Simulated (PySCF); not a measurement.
**Level of theory and gas-phase deprotonation enthalpies: vinyl chloride**

Structure: `C=CCl` (C2H3Cl). Atom numbers as in the mapped SMILES `[CH2:1]=[CH:2][Cl:3]`.

All levels share the PBE0-D3(BJ)/ma-def2-SVP structures and the PBE0-D3(BJ)/ma-def2-SVP thermal terms; only the single-point energies (PySCF) change. Values are gas-phase deprotonation enthalpies (298 K, kJ/mol).

| level | C2 | time |
| --- | --- | --- |
| LDA/ma-def2-TZVP | 1571 | 11 s |
| ωB97M-D3(BJ)/ma-def2-TZVP (grid 3) | 1588 | 15 s |
| BP86-D3(BJ)/ma-def2-TZVP | 1589 | 12 s |
| PBE-D3(BJ)/ma-def2-TZVP | 1590 | 13 s |
| M06-2X/ma-def2-TZVP (grid 3) | 1593 | 15 s |
| M06/ma-def2-TZVP (grid 3) | 1594 | 15 s |
| r2SCAN-D3(BJ)/ma-def2-TZVP (grid 3) | 1598 | 21 s |
| PBE0-D3(BJ)/6-31+G* | 1601 | 2.6 s |
| TPSS-D3(BJ)/ma-def2-TZVP (grid 3) | 1601 | 21 s |
| PBE0-D3(BJ)/6-311+G** | 1603 | 3.5 s |
| PBE0-D3(BJ)/ma-def2-SVP | 1603 | 2.8 s |
| HSE06/ma-def2-TZVP | 1605 | 14 s |
| PBE0-D3(BJ)/ma-def2-TZVP | 1607 | – |
| PBE0-D3(BJ)/def2-TZVPD | 1609 | 7.4 s |
| PBE0-D3(BJ)/def2-SVPD | 1610 | 3.5 s |
| ωB97X-D3(BJ)/ma-def2-TZVP | 1611 | 6.8 s |
| PBE0-D3(BJ)/pcseg-2 | 1615 | 6 s |
| OPBE/ma-def2-TZVP | 1619 | 13 s |
| PBE0-D3(BJ)/def2-TZVP | 1620 | 4.9 s |
| PBE0-D3(BJ)/cc-pVDZ | 1635 | 2.5 s |
| PBE0-D3(BJ)/6-31G | 1637 | 1.8 s |
| PBE0-D3(BJ)/def2-SV(P) | 1645 | 2.2 s |

Times are wall times for all single points of a level on 1 thread of Arm Neoverse N1, a shared host; the dash marks the run that also made the structures. BP86, HSE06, LDA, OPBE, PBE, TPSS, r2SCAN ran on a slower path of this set-up, which computes the density-fitting integrals anew in every SCF cycle while the other levels store them. So the times needn't show the usual order of cost, and those levels read slower than they are.

The spread: 74 kJ/mol, from 1571 to 1645.

Known limits: C1 is not listed: the run failed or kept an imaginary mode, or the ion rearranged or equalled another.

Bases without diffuse functions serve anions poorly.
